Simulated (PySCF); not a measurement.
**Li₂ at PBE0**

Computed with PBE0; basis Li def2-SVPD; no relativity; PySCF 2.14.

```
state                          : ¹Σg⁺ (singlet), closed shell
bond length                    : 2.787 Å
harmonic wavenumber            : 329 cm⁻¹
force constant                 : 0.224 mdyn/Å
rotational constant Be         : 0.6187 cm⁻¹
anharmonicity ωexe             : 1.95 cm⁻¹
vibration–rotation constant αe : 0.00566 cm⁻¹
well depth De to Li + Li       : 19.6 kcal/mol
dissociation energy D0         : 19.1 kcal/mol
HOMO–LUMO gap                  : 2.39 eV
bond order (Mayer)             : 1.00
```

Closed-shell solutions of metal pairs were not tested for spin polarisation, which can lower them a little.
